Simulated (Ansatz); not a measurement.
**C2H7Al: taking an electron away**

One table from this session's results is given with a row withheld; the runs are named, their logs left out.

The runs use Ansatz 0.2.0, Gaussian basis; unrestricted cation, the program's frozen cores in correlated methods.

Levels to be run: UKS PBE-D4/def2-TZVPP; UKS r2SCAN-D4/def2-TZVPP; UKS PBE0-D4/def2-TZVPP; UKS B3LYP-D4/def2-TZVPP; UKS wB97X-V/def2-TZVPP; UKS wB97M-V/def2-TZVPP; UKS B2PLYP/def2-TZVPP; UHF-MP2/def2-TZVPP; UHF-MP2/def2-QZVPP; then −ε(HOMO) from the neutral's earlier runs with LDA (SPW92), PBE-D4, revPBE-D4, BLYP-D4, r2SCAN-D4, B97M-V, PBE0-D4, B3LYP-D4, r2SCANh-D4, r2SCAN0-D4, HSE06-D4, BHLYP-D4, CAM-B3LYP-D4, LC-ωPBE, ωB97X-V, ωB97M-V.

1 further run of the same task is left out (it didn't finish).

## The geometry

An earlier PBE0-D4 in a triple-zeta def2 set relaxation fixed the geometry.

SMILES `[CH3][AlH][CH3]`, 10 atoms, charge 0, spin multiplicity 1.

Atoms are counted from 1 here; the program's logs count them from 0.

Bond lengths: C1–Al2 1.954 Å, C1–H4 1.095 Å, C1–H5 1.092 Å, C1–H6 1.096 Å, Al2–C3 1.954 Å, Al2–H7 1.595 Å, C3–H8 1.093 Å, C3–H9 1.095 Å, C3–H10 1.096 Å. Angles: Al2–C1–H4 111.1°, Al2–C1–H5 113.4°, Al2–C1–H6 110.4°, H4–C1–H5 108.0°, H4–C1–H6 106.0°, H5–C1–H6 107.6°, C1–Al2–C3 121.2°, C1–Al2–H7 120.2°, C3–Al2–H7 118.5°, Al2–C3–H8 113.4°, Al2–C3–H9 111.0°, Al2–C3–H10 110.5°, H8–C3–H9 107.9°, H8–C3–H10 107.7°, H9–C3–H10 105.9°.

Geometry (Å):

```
C    -1.2191    0.9236   -0.7833
Al    0.4968    0.0218   -0.5364
C     0.9039   -0.9490    1.1097
H    -2.0540    0.2332   -0.6212
H    -1.3370    1.3685   -1.7738
H    -1.3403    1.7237   -0.0436
H     1.6057    0.0788   -1.6812
H     0.0690   -0.9800    1.8140
H     1.2019   -1.9809    0.8943
H     1.7563   -0.4909    1.6245
```

The first run:

in.yaml reads:

```yaml
crystal:
  periodic: [false, false, false]
  atoms:
    - {symbol: C, position_ang: [-1.219069, 0.923611, -0.783252]}
    - {symbol: Al, position_ang: [0.496807, 0.021781, -0.536449]}
    - {symbol: C, position_ang: [0.903909, -0.949004, 1.109748]}
    - {symbol: H, position_ang: [-2.054026, 0.233181, -0.621228]}
    - {symbol: H, position_ang: [-1.336991, 1.368520, -1.773779]}
    - {symbol: H, position_ang: [-1.340336, 1.723706, -0.043581]}
    - {symbol: H, position_ang: [1.605652, 0.078822, -1.681217]}
    - {symbol: H, position_ang: [0.068961, -0.980035, 1.814001]}
    - {symbol: H, position_ang: [1.201854, -1.980854, 0.894349]}
    - {symbol: H, position_ang: [1.756339, -0.490926, 1.624509]}
basis:
  gaussian: {orbitals: def2-TZVPP}
total_charge: 1
magnetization: {spin_polarized: true, initial_magnetization: 1}
hamiltonian: {xc: pbe, dispersion: d4}
```

Steps of the session up to this table: Cation, UKS PBE-D4/def2-TZVPP; Cation, UKS r2SCAN-D4/def2-TZVPP; Cation, UKS PBE0-D4/def2-TZVPP; Cation, UKS B3LYP-D4/def2-TZVPP; Cation, UKS wB97X-V/def2-TZVPP; Cation, UKS wB97M-V/def2-TZVPP; Cation, UKS B2PLYP (frozen core)/def2-TZVPP; Cation, UHF-MP2/def2-TZVPP; Cation, UHF-MP2/def2-QZVPP.

One of the session's tables, all rows but one given; the rest of the session is left out.

Orbital estimates, from the neutral's runs:

```
  functional  −ε(HOMO) (eV)
 LDA (SPW92)           6.61
      PBE-D4           6.49
   revPBE-D4           6.44
     BLYP-D4           6.36
   r2SCAN-D4           6.75
      B97M-V              ?
     PBE0-D4           7.76
    B3LYP-D4           7.54
  r2SCANh-D4           7.22
  r2SCAN0-D4           7.94
    HSE06-D4           7.36
    BHLYP-D4           8.94
CAM-B3LYP-D4           9.14
     LC-ωPBE          10.54
     ωB97X-V          10.16
     ωB97M-V          10.00
```

Estimate the missing values for B97M-V.

As computed: −ε(HOMO) (eV): 6.84. In the column «−ε(HOMO) (eV)» it lies between r2SCAN-D4 (6.75) and r2SCANh-D4 (7.22).
